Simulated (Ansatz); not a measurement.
We consider CsCl-type TlBr, described by Hartree–Fock in Ansatz (PAW).

Settings: plane-wave cutoff 460 eV, 6×6×6 k mesh, Fermi–Dirac smearing 0.01 eV, scalar-relativistic PAW data made under PBE.

Cell (relaxed at this level):

```
TlBr
1.0
    4.33448     0.00000     0.00000
    0.00000     4.33448     0.00000
    0.00000     0.00000     4.33448
Tl Br
1 1
Cartesian
  0.00000   0.00000   0.00000
  2.16724   2.16724   2.16724
```

### Question
Give the computed bulk modulus, band gap and Γ–Γ gap.

### Answer

bulk modulus: 12.3 GPa
band gap: 8.57 eV (on the SCF k mesh)
Γ–Γ gap: 14.95 eV

Measured, for comparison: band gap 2.68 eV (temperature not stated, not corrected to a static lattice, detector crystals, literature values; as tabulated in Piasecki et al. (2022), doi:10.1039/d1ma01259b).

Note: the cell is over a tenth larger than the published one (another phase or state, or a fault of the published cell, is possible).

Spin–orbit coupling is not included; with these elements it can move the gap by several tenths of an eV or more.

Computed values are for the static lattice.

It cost very roughly 18 core-minutes of CPU time.

Ansatz is a quantum-chemistry and plane-wave program.
